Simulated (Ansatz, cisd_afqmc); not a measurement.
Species: HS, charge 0, doublet. HS (SMILES [SH], doublet).
B3LYP-D3(BJ)/def2-TZVP minimum from Ansatz (a quantum-chemistry and plane-wave program):
```xyz
2

S      0.0000     0.0000    -0.0793
H      0.0000     0.0000     1.2681
```
Charge 0, spin multiplicity 2.

Total energies in cc-pV(T+d)Z, 7 correlated electrons, 5 frozen orbitals. Radicals and triplets start from unrestricted determinants; spin-orbit coupling is neglected. Cores are frozen in correlated methods. No relativity. AFQMC is phaseless with a CISD trial state; ± is one standard error, without the phaseless bias. Outlying blocks are dropped, and bars are widened where a walk drifts. Over all cases where full CI ran beside it in this data, AFQMC minus full CI had a median of +0.1 mEh and passed +0.4 mEh in a tenth of the cases.

| method | program | energy (Eh) | minus CCSDTQ (mEh) |
|---|---|---|---|
| HF | Ansatz | -398.10608 | 184.00 |
| MP2 | Ansatz | -398.25757 | 32.51 |
| CCSD | Ansatz | -398.28276 | 7.32 |
| CCSD(T) | Ansatz | -398.28901 | 1.07 |
| CCSDT(Q) | Ansatz | -398.29006 | 0.02 |
| CCSDTQ | Ansatz | -398.29008 | 0.00 |
| AFQMC/CISD | cisd_afqmc | -398.2899 ± 0.0003 | 0.2 ± 0.3 |

Rough core times of Ansatz's runs on a shared machine: CCSD(T) under 20 s, CCSDT(Q) under 20 s, CCSDTQ 6 min.
